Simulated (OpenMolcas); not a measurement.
# BF2 (SMILES F[B]F): methods side by side

BF2: 3 atoms, total charge 0, spin state doublet. SMILES: `F[B]F`. Geometry: relaxed at PBE0-D4/def2-TZVP.

```xyz
3

F     0.5131   -1.0443    0.1600
B     0.2790    0.2405    0.1813
F    -0.8029    0.7389   -0.3546
```

Each level gives the vertical energy of the quartet above the doublet (eV). The values are calculated.

```
             level                kind     program  value (eV)  less FCI/STO-3G  CPU time (all runs)
       ROHF/STO-3G        Hartree–Fock  OpenMolcas        8.29            -0.56                6.2 s
        UHF/STO-3G        Hartree–Fock  OpenMolcas        8.31            -0.54                6.3 s
     USVWN5/STO-3G                 LDA  OpenMolcas        8.75            -0.10                 11 s
       UPBE/STO-3G                 GGA  OpenMolcas        8.48            -0.37                 11 s
   U-r2SCAN/STO-3G            meta-GGA  OpenMolcas        8.44            -0.41                 15 s
      UPBE0/STO-3G       global hybrid  OpenMolcas        8.58            -0.27                 10 s
CASSCF(3,3)/STO-3G      multireference  OpenMolcas        8.42            -0.43                4.3 s
  MRCI(3,3)/STO-3G      multireference  OpenMolcas        9.05            +0.20                5.1 s
        FCI/STO-3G  exact in the basis  OpenMolcas        8.85             0.00                 56 s
```

FCI/STO-3G is exact within its basis and frozen core, so for wave-function methods in that basis the difference is their error; functionals converge differently with the basis, so for them it is only a difference. The values span 8.29 to 9.05 eV. All rows use very small basis sets, so even the best lies far from the true value. CPU times are rough (shared hosts, several kinds of processor): they show what a rung costs within a factor of a few.
